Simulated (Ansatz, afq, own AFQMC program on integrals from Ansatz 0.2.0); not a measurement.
Integrals from Ansatz 0.2.0, then the random walk in our own AFQMC program (afq).

```yaml
crystal:
  periodic: [false, false, false]
  atoms:
    - {symbol: Cu, position_ang: [0.000000, 0.020098, 0.460077]}
    - {symbol: O, position_ang: [0.000000, -0.127588, -1.696872]}
    - {symbol: H, position_ang: [0.000000, 0.758189, -2.070699]}
basis:
  gaussian: {orbitals: def2-SVP}
magnetization: {spin_polarized: false}
correlation: {method: ccsd_t, electrons: outside_noble_gas, hamiltonian_folder: ham}
```

```sh
$ ansatz run in.yaml --threads 1 --pin off --events-out ev --progress --plain --max-ram 16896MiB --backend cuda --devices 0, --max-vram 18GiB
```

Options of the walk:

```
--method free --trial cisd --walkers 4000 --time-step 0.03 --max-blocks 4000 --target-error 0.00052 --factor-cut 1e-05 --seed 1210 --times 0,0.21,0.42,0.81,1.2,1.8,2.4,3 --taylor-order 8
```

Times are imaginary, in 1/Eh. The walk had a cap of 61 s.

afq prints:

```
orbitals 40  electrons 9 9  factors 326 of 532
reference energy -1714.03565623 Eh
CCSD correlation -0.46816805 Eh in 17 cycles, weight of the determinant in the CISD state 0.8471
repeat  energy at the last time / Eh  error
    10  -1714.516534  0.001210
    20  -1714.516762  0.000737
    30  -1714.517762  0.000709
    40  -1714.517666  0.000627
time / (1/Eh)  energy / Eh  error  mean overlap
  0.00  -1714.503724  0.000253  1.1804
  0.21  -1714.512533  0.000134  1.1794
  0.42  -1714.515340  0.000126  1.1812
  0.81  -1714.517293  0.000165  1.1886
  1.20  -1714.518296  0.000241  1.1895
  1.80  -1714.518970  0.000263  1.1906
  2.40  -1714.518547  0.000395  1.2019
  3.00  -1714.517765  0.000611  1.2225
energy -1714.517765 +/- 0.000611 Eh
```

The run passed its tests (error under three times the target), which doesn't prove that it has relaxed, ending at its cap on processor time.

Against this walk (error 16.6 meV) on the same determinant: CCSD(T) 63.1 meV lower. The error is statistical, and a free projection of finite length keeps a remainder of its start. None of these is a sure reference here. The last points scatter (meV from the last: 13 ± 4 at 0.81, -14 ± 7 at 1.20, -33 ± 7 at 1.80, -21 ± 11 at 2.40, 0 ± 17 at 3.00); the last is the one printed as the energy, and the gaps above move with that scatter.

Cautions: remainder of the start not in the error; error above the target (16.6 against 14.1 meV); no relativity below Rb; outer-core shells of the metal frozen; higher spins were not checked; strong correlation (T1 0.041, weight of the determinant 0.85, largest double 0.05).

The walk took 62 s on 1 × NVIDIA H100 80GB HBM3 with 2 threads of AMD EPYC 7R13 Processor (Zen 3), on a shared host (the card was shared). The log's last line is the free-projection energy.

A walk keeps the symmetry of its determinant, which the program's search chose and which needn't be the lowest solution, so a lower state of the same spin and another symmetry isn't excluded.
